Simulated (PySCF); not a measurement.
Two structures of SiNH₇O, singlet, reached by relaxing down either side of one saddle point (PBE0-D4/def2-TZVP). Energies are electronic, without zero-point energy. Computed with PySCF 2.14 with density fitting (its default auxiliary sets; JK sets also for MP2 and CCSD(T)) (basis: def2-TZVPP and def2-QZVPP); correlated methods freeze the cores. Extrapolation: Hartree–Fock as exp(−7.88 √X), correlation as X^−2.97. First:

```
10
angstrom
Si -0.4258 -0.2390 -0.4108
O 0.8647 0.4324 0.3701
H 0.1340 -1.5140 -0.9098
H -1.5611 -0.4395 0.5285
N -1.0811 0.6755 -1.6912
H 1.7364 -0.9429 2.4547
H 1.8763 -1.2917 3.1013
H 0.7355 1.2960 0.7655
H -0.5914 0.8759 -2.5463
H -1.9222 1.2161 -1.5916
```

Second:

Si1  (-1.010, -0.806, 0.818)
O2  (1.976, 1.116, -0.883)
H3  (-0.566, -2.233, 0.730)
H4  (-2.423, -0.823, 1.282)
N5  (-0.905, 0.118, -0.621)
H6  (2.647, 0.545, -0.500)
H7  (-0.148, -0.153, 1.842)
H8  (1.922, 1.875, -0.297)
H9  (0.013, 0.397, -0.945)
H10  (-1.527, -0.075, -1.389)
(Å)

Problem. Which bonds change from the first to the second?

Solution. SiNH₅O ([NH2][SiH2][OH]) + H₂ → SiNH₅ ([NH2][SiH3]) + H₂O; bonds formed: Si1–H7, O2–H6; bonds broken: Si1–O2, H6–H7.

Problem. Give the saddle point's structure and its height above each. (An estimate is asked for; the value comes from the calculation.)

Solution. Computed: 234.5 kJ/mol above the first and 158.0 kJ/mol above the second (CCSD(T) at an estimated basis limit (MP2 extrapolated from triple and quadruple zeta, plus CCSD(T) − MP2 in triple zeta)).
Si1  (-0.177, -0.560, 0.130)
O2  (1.456, 0.380, -0.096)
H3  (0.313, -1.783, -0.545)
H4  (-1.315, -0.959, 1.016)
N5  (-1.030, 0.642, -0.759)
H6  (1.369, -0.104, 1.004)
H7  (0.756, -0.686, 1.616)
H8  (1.336, 1.336, -0.052)
H9  (-0.672, 1.089, -1.586)
H10  (-2.036, 0.645, -0.729)
(Å)

No T1 diagnostic of these runs exceeds 0.012.

Labels in which every atom is bracketed show which atoms are joined, not bond orders.

For scale, one of the runs: CCSD(T)/def2-TZVPP, 202 basis functions, launched by `OMP_NUM_THREADS=4 python run.py`. Hardware: 4 CPU threads of an Intel Xeon, shared host. Wall time 8.7 min; peak host memory 2.5 GiB.
